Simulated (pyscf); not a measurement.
Single points on ωB97X-D3(BJ)/def2-SVP structures (PySCF, gas phase).

Task: hydrogen fluoride (HF) + H₂B–F → F–BH–F + hydrogen (H₂)
Surface: singlet. Broken: F–H, B–H. Formed: B–F, H–H. Give ΔE‡ and ΔE from ωB97X-D3(BJ)/def2-TZVP, relative to the separated reactants.

Result: ΔE‡ = 14.4 kcal/mol, ΔE = -35.4 kcal/mol. ωB97M-D3(BJ)/def2-TZVP gives 13.7 kcal/mol and -35.9 kcal/mol. Zero-point energy shifts the barrier by +1.1 kcal/mol. It is a four-centre exchange, with an imaginary mode of 1209i cm⁻¹. This is the saddle that the search found; another between the same sides may lie lower.
